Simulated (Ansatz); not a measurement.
`CC[SiH2]C` → CH₄ + `CC[SiH]`  (silylene formation by 1,1-elimination)

Isolated molecules relaxed with PBE0-D4/def2-TZVP in Ansatz; ΔE leaves out vibrations. CCSD(T)/CBS adds triple-zeta CCSD(T) − MP2 to the extrapolated MP2 energy (def2 sets, frozen cores). This one scheme is used for every species. DFT in def2-TZVPP. Each species was taken in one conformer, which may not be the lowest.

`CC[SiH2]C`:

Cartesian coordinates in Å:
```
C -0.129 -1.144 -1.405
C -0.674 0.225 -1.010
Si 0.313 1.075 0.343
C 0.349 0.063 1.918
H -0.141 -1.840 -0.562
H -0.716 -1.597 -2.208
H 0.905 -1.076 -1.754
H -1.713 0.139 -0.674
H -0.696 0.891 -1.880
H 1.711 1.292 -0.135
H -0.280 2.414 0.624
H -0.662 -0.108 2.295
H 0.916 0.577 2.698
H 0.817 -0.910 1.751
```

CH₄:

Z-matrix (Å, degrees):
```
C
H 1 1.090
H 1 1.090 2 109.5
H 1 1.090 2 109.5 3 -120.0
H 1 1.090 2 109.5 3 120.0
```

`CC[SiH]`:

Z-matrix (Å, degrees):
```
C
C 1 1.523
H 1 1.093 2 111.1
H 1 1.094 2 112.0 3 119.8
H 1 1.092 2 111.0 3 -119.2
Si 2 1.891 1 121.0 3 67.6
H 2 1.111 1 109.8 3 -179.7
H 2 1.095 1 111.7 3 -64.8
H 6 1.532 2 94.7 1 32.0
```

```tsv
species	r2SCAN-D4 energy (Eh)
`CC[SiH2]C`	-409.79305
CH₄	-40.50108
`CC[SiH]`	-369.19921
```

(1) Work out ΔE.

(2) What do rigid-rotor, harmonic-oscillator terms from PBE0-D4/def2-TZVP frequencies (298.15 K, 1 bar) make of the CCSD(T)/CBS value? (An estimate is asked.)

Largest T1 diagnostic among the species: 0.012.

## Answers

(1) ΔE = (-40.50108) + (-369.19921) − (-409.79305) = 0.09276 Eh = +2.52 eV. CCSD(T)/CBS gives +2.36 eV.

(2) The calculation gave: ΔZPE = -0.09 eV, ΔH = +2.32 eV, ΔS = 141 J/(mol·K), ΔG = +1.88 eV.

At CCSD(T), def2-SVP lies −0.18 eV from the extrapolated value and def2-TZVPP −0.05 eV. From r2SCAN to r2SCAN0 (25 % exact exchange), in def2-TZVPP and without D4, ΔE moves by +0.04 eV. The D4 term adds +0.12 eV with B3LYP and +0.07 eV with PBE0; it sums over pairs of atoms, weighted by their polarisabilities, and B3LYP, whose exchange is more repulsive, gets the larger term.

B3LYP here is the variant with VWN-RPA as its local correlation; programs differ in this.
